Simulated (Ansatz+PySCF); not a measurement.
Results of a calculation; reference values are marked as such.
## Ansatz (development build ahead of 0.2.0) run

```yaml
crystal:
  periodic: [false, false, false]
  atoms:
    - { symbol: H, position_ang: [0.91527, 1.2497, -2.2] }
    - { symbol: H, position_ang: [0.87261, -1.18814, -2.2] }
    - { symbol: H, position_ang: [-0.93265, -1.21422, -2.2] }
    - { symbol: C, position_ang: [-0.00869, 0.68492, -2.2] }
    - { symbol: C, position_ang: [-0.00869, -0.64944, -2.2] }
basis:
  gaussian: { orbitals: cc-pVTZ }
magnetization:
  spin_polarized: true
  initial_magnetization: 1
hamiltonian:
  xc: hf
correlation:
  method: mp2
  frozen_orbitals: { C: 1, H: 0 }
output:
  forces: true
```

The input is written out in the form of the current development build from the run's settings.

Output:

```json
{
  "Converged": "yes",
  "Reference energy": "-77.41527 hartree",
  "Correlation energy": "-0.28125 hartree",
  "Total energy": "-77.69651 hartree",
  "Spin squared of the determinant": "1.000",
  "Stability test": "minimum",
  "Occupied orbitals by symmetry in an Abelian subgroup (alpha; beta)": "7 A' 1 A''; 6 A' 1 A''"
}
```

Forces (eV/Å):
| atom | Fx | Fy | Fz |
| --- | --- | --- | --- |
| H1 | -0.397 | 0.669 | 0.000 |
| H2 | 1.841 | -0.883 | 0.000 |
| H3 | 0.042 | 0.037 | 0.000 |
| C4 | 1.180 | -3.801 | 0.000 |
| C5 | -2.666 | 3.978 | 0.000 |

Caution: the unrestricted determinant is spin contaminated; forces differ strongly between restricted and unrestricted references.
